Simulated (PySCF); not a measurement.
Gas-phase reaction: 2 CH3Cl + CH2Cl2 ⇌ C3H4 (allene) + 4 HCl

Energies from PySCF (xtb for GFN2), thermal terms from the rigid-rotor harmonic-oscillator model, ideal gas at 1 bar. The comparison is the NASA 1993 polynomial table, which mixes measured and estimated data. † marks an energy on the PBE0/def2-TZVP geometry and frequencies; other levels use their own. All species are closed-shell singlets.

Levels: a) ωB97M-V/def2-TZVP†; b) LDA/def2-TZVP†; c) GFN2-xTB; d) BLYP/def2-TZVP†.

Task: Order the levels by the distance of their ΔH°(298 K) from the table for this reaction, closest first.

Result: a (+13 kJ), d (-34 kJ), b (+58 kJ), c (+81 kJ)

The table gives 81 kJ. The order holds for this reaction alone, and for the 1993 entries, some of which have been revised since.
